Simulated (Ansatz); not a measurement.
The first iterations of a band of HMgOSi (4 atoms, charge 0, multiplicity 2).

These are results of UKS CAM-B3LYP/def2-mTZVP (Ansatz), not measurements.

```
movable images  : 5
climbing image  : yes
spring          : 5.0 eV/Å²
optimiser       : quadratic models (default)
start path      : through a guess of the saddle point
force threshold : 0.05 eV/Å
iteration limit : 60
end points      : relaxed
```

Initial state:

```xyz
4
Properties=species:S:1:pos:R:3
O 0.775 0.083 0.024
Mg 1.124 -1.127 1.366
Si -0.280 0.840 -0.938
H -1.619 0.204 -0.452
```

Final state:

```xyz
4
Properties=species:S:1:pos:R:3
O -0.661 0.057 -0.970
Mg 1.657 -1.132 1.837
Si 0.567 0.901 -0.222
H -1.563 0.175 -0.646
```

| iteration | highest image above the first end (eV) | largest band force component (eV/Å) |
| --- | --- | --- |
| 1 | 6.725 | 24.775 |
| 2 | 3.465 | 8.905 |
| 3 | 2.905 | 4.056 |
| 4 | 2.476 | 1.341 |
| 5 | 2.827 | 0.899 |
| 6 | 2.831 | 1.242 |
| 7 | 2.458 | 1.703 |
| 8 | 2.202 | 4.071 |

**Question.** Does the band converge within its limit, and where does its top end?

**Answer.** It converged. It ended after 26 iterations with the highest image 2.836 eV above the first end. Neighbouring images differ by up to 2.0 eV, so the band resolves the path poorly. A vibrational analysis at the climbing image gives one clearly imaginary mode, 1973i cm⁻¹: a first-order saddle point.

The run took 4.5 min on 2 threads of Arm Neoverse V1 (shared host), peak memory 0.17 GiB.
